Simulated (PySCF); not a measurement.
C₂H₇N, SMILES CNC (connectivity only; charge and spin as stated), charge +1, multiplicity 2. Atoms are numbered in the order given.

```xyz
10

C      1.2734     0.0002     0.2074
N      0.0000     0.0000    -0.4427
C     -1.2734    -0.0002     0.2074
H      1.8418    -0.8813    -0.1203
H      1.1547     0.0055     1.2861
H      1.8467     0.8747    -0.1294
H      0.0000     0.0000    -1.4627
H     -1.8467    -0.8747    -0.1294
H     -1.8418     0.8813    -0.1203
H     -1.1547    -0.0055     1.2861
```
Charge +1, spin multiplicity 2.

Geometry: B3LYP-D3(BJ)/def2-TZVP. The multiplicity is an assumed one; other spin states were not compared.

Method: PBE0/pcH-1 run with PySCF.

Unrestricted Kohn–Sham, ⟨S²⟩ = 0.755. Hyperfine tensors hold the contact and dipolar terms, without spin-orbit corrections.

Computed hyperfine couplings:
| nucleus | A(iso) (MHz) | A(iso) (G) | dipolar principal values (MHz) |
|---|---|---|---|
| 13C no. 1 | -33.6 | -12.0 | -7.0, -1.5, 8.4 |
| 14N no. 2 | 43.4 | 15.5 | -41.8, -41.7, 83.5 |
| 13C no. 3 | -33.6 | -12.0 | -7.0, -1.5, 8.4 |
| 1H no. 4 | 164.4 | 58.6 | -8.0, -3.7, 11.7 |
| 1H no. 5 | 0.5 | 0.2 | -4.6, -4.5, 9.1 |
| 1H no. 6 | 161.9 | 57.8 | -8.0, -3.7, 11.6 |
| 1H no. 7 | -66.7 | -23.8 | -46.9, -11.6, 58.6 |
| 1H no. 8 | 161.9 | 57.8 | -8.0, -3.7, 11.6 |
| 1H no. 9 | 164.4 | 58.6 | -8.0, -3.7, 11.7 |
| 1H no. 10 | 0.5 | 0.2 | -4.6, -4.5, 9.1 |

**Question.** And the g tensor (effective nuclear charges for spin-orbit coupling, GIAO)? (The exact figures need the calculation; the answer reports its results.)

**Answer.** principal values 2.0021, 2.0040, 2.0048; isotropic 2.0037.
